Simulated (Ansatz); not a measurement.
Input file:

```yaml
crystal:
  periodic: [false, false, false]
  atoms:
    - {symbol: B, position_ang: [0.000000, 0.000000, 0.000000]}
    - {symbol: B, position_ang: [0.000000, 0.000000, 1.561787]}
basis:
  gaussian: {orbitals: cc-pVTZ}
magnetization: {spin_polarized: false, initial_magnetization: 2}
correlation: {method: fic_mrcisd_q, electrons: outside_noble_gas, active_space: {window: {electrons: 6, orbitals: 8}, shells: [{species: B, l: s, shell: 2}, {species: B, l: p, shell: 2}]}}
```

```sh
$ ansatz run in.yaml --threads 1 --pin off --events-out ev --progress --plain --max-ram 2393MiB
```

Output:

```
696 factors; integrals over basis functions are off by at most 1.6e-7 eV
mean field evaluation 1: about -1335.3745 eV, gradient 5.7e0 eV
mean field evaluation 2: about -1335.3792 eV, gradient 5.7e0 eV
mean field evaluation 4: about -1335.7257 eV, gradient 6.8e-1 eV
mean field evaluation 8: about -1335.7303 eV, gradient 4.0e-4 eV
mean field evaluation 16: about -1335.9923 eV, gradient 1.8e0 eV
mean field evaluation 32: about -1335.7303 eV, gradient 1.9e-3 eV
mean field evaluation 64: about -1335.6284 eV, gradient 2.0e-6 eV
mean field evaluation 96: about -1336.0140 eV, gradient 3.2e-2 eV
mean field evaluation 128: about -1335.6289 eV, gradient 1.0e0 eV
mean field evaluation 160: about -1336.0140 eV, gradient 5.0e-3 eV
mean field -1336.19881511 eV, -49.1044007471 hartree, gradient 2.0e-6 eV, S^2 2.000000; 16 other end points of the search recorded, 0 dependent functions left out
reference -1336.19881511 eV, -49.1044007471 hartree; 6, 4 occupied and 54, 56 virtual orbitals, 696 factors
state -1339.27418016 eV, -49.2174183281 hartree
contracted CI cycle   1: correlation 0.00000000 eV, 0.0000000000 hartree, residual 1.16e1 eV
contracted CI cycle   2: correlation -2.04721211 eV, -0.0752336573 hartree, residual 2.16e0 eV
contracted CI cycle   3: correlation -2.11378104 eV, -0.0776800205 hartree, residual 4.92e-1 eV
contracted CI cycle   4: correlation -2.11716271 eV, -0.0778042945 hartree, residual 1.30e-1 eV
contracted CI cycle   5: correlation -2.11739535 eV, -0.0778128440 hartree, residual 3.65e-2 eV
contracted CI cycle   6: correlation -2.11741476 eV, -0.0778135571 hartree, residual 9.78e-3 eV
contracted CI cycle   7: correlation -2.11741607 eV, -0.0778136054 hartree, residual 2.25e-3 eV
contracted CI cycle   8: correlation -2.11741614 eV, -0.0778136078 hartree, residual 4.97e-4 eV
state -1339.27418016 eV, -49.2174183281 hartree; corrected -1341.48662593 eV, -49.2987242105 hartree
Total energy: -1341.48662593 eV, -49.2987242105 hartree
Checks for a lower state left out: starts, orbital_swaps
```

Ran on 1 thread of Intel Xeon, shared host: 14 s wall, 0.26 GiB peak host memory.
